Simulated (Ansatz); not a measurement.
in.yaml

```yaml
crystal:
  periodic: [false, false, false]
  atoms:
    - {symbol: Cu, position_ang: [0.000000, 0.000000, 2.402833]}
    - {symbol: N, position_ang: [0.000000, 0.000000, -0.657167]}
    - {symbol: N, position_ang: [0.000000, 0.000000, -1.745667]}
basis:
  gaussian: {orbitals: def2-SVP}
total_charge: 1
magnetization: {spin_polarized: false, initial_magnetization: 2}
correlation: {method: ccsdt_q, electrons: outside_noble_gas}
```

```sh
$ ansatz run in.yaml --threads 2 --pin off --events-out ev --progress --plain --max-ram 24576MiB --backend cuda --devices 0, --max-vram 18GiB
```

Roughly how long does this take on 2 threads of AMD EPYC 7R13 with a shared H100 80 GB, shared host, and how much host memory?

14 s wall and 1 GiB.

```
1053 factors; integrals over basis functions are off by at most 2.0e-7 eV
mean field evaluation 1: about -47526.1909 eV, gradient 8.1e1 eV
mean field evaluation 2: about -47526.3649 eV, gradient 8.0e1 eV
mean field evaluation 4: about -47532.2809 eV, gradient 5.1e1 eV
mean field evaluation 8: about -47545.3686 eV, gradient 8.6e0 eV
mean field evaluation 16: about -47545.5186 eV, gradient 1.3e-1 eV
mean field evaluation 32: about -47545.5161 eV, gradient 3.2e0 eV
mean field evaluation 64: about -47545.5158 eV, gradient 1.0e0 eV
mean field evaluation 96: about -47545.4335 eV, gradient 1.2e1 eV
mean field evaluation 128: about -47540.1063 eV, gradient 2.3e-1 eV
mean field evaluation 160: about -47545.5184 eV, gradient 1.8e-1 eV
...
mean field -47545.54156529 eV, -1747.2664249987 hartree, gradient 3.1e-9 eV, S^2 2.000000; 19 other end points of the search recorded, 0 dependent functions left out
...
determinant -47545.54156529 eV, -1747.2664249987 hartree, with singles and doubles -47558.77044378 eV, -1747.7525773167 hartree
determinant -47545.52937542 eV, -1747.2659770293 hartree, with singles and doubles -47558.75364328 eV, -1747.7519599096 hartree
determinant -47545.51864651 eV, -1747.2655827491 hartree, with singles and doubles -47558.74109735 eV, -1747.7514988551 hartree
determinant -47540.15425495 eV, -1747.0684449954 hartree, with singles and doubles -47553.71983422 eV, -1747.5669708384 hartree
determinant -47539.23261977 eV, -1747.0345755272 hartree, with singles and doubles -47553.67883384 eV, -1747.5654641023 hartree
determinant -47539.00678998 eV, -1747.0262764356 hartree, with singles and doubles -47552.58458297 eV, -1747.5252511247 hartree
determinant -47545.54156529 eV, -1747.2664249987 hartree, with singles and doubles -47558.77018803 eV, -1747.7525679177 hartree
determinant -47545.52937542 eV, -1747.2659770293 hartree, with singles and doubles -47558.75339733 eV, -1747.7519508711 hartree
determinant -47545.51864651 eV, -1747.2655827491 hartree, with singles and doubles -47558.74084138 eV, -1747.7514894484 hartree
11 core orbitals not correlated: weight in the atoms' cores, before any rotation towards them, 1.000 or more for the frozen orbitals, at most 0.000 for the correlated occupied ones
reference -47545.54156529 eV, -1747.2664249987 hartree; 11, 9 occupied and 37, 39 virtual orbitals, 1053 factors
second order -13.33330793 eV of doubles, -0.00074644 eV of singles
...
cycle  10  -13.71058478 eV  change   -4.9e-4 eV  update   1.4e-4
cycle  11  -13.71052951 eV  change    5.5e-5 eV  update   7.2e-5
cycle  12  -13.71055256 eV  change   -2.3e-5 eV  update   4.1e-5
cycle  13  -13.71060582 eV  change   -5.3e-5 eV  update   2.7e-5
cycle  14  -13.71061056 eV  change   -4.7e-6 eV  update   1.9e-5
cycle  15  -13.71059717 eV  change    1.3e-5 eV  update   1.4e-5
cycle  16  -13.71060474 eV  change   -7.6e-6 eV  update   8.2e-6
cycle  17  -13.71060815 eV  change   -3.4e-6 eV  update   5.6e-6
cycle  18  -13.71060446 eV  change    3.7e-6 eV  update   3.5e-6
cycle  19  -13.71060563 eV  change   -1.2e-6 eV  update   2.4e-6
perturbative correction -0.02578329 eV, -0.0009475185 hartree
Total energy: -47559.27795421 eV, -1747.7712279807 hartree
```
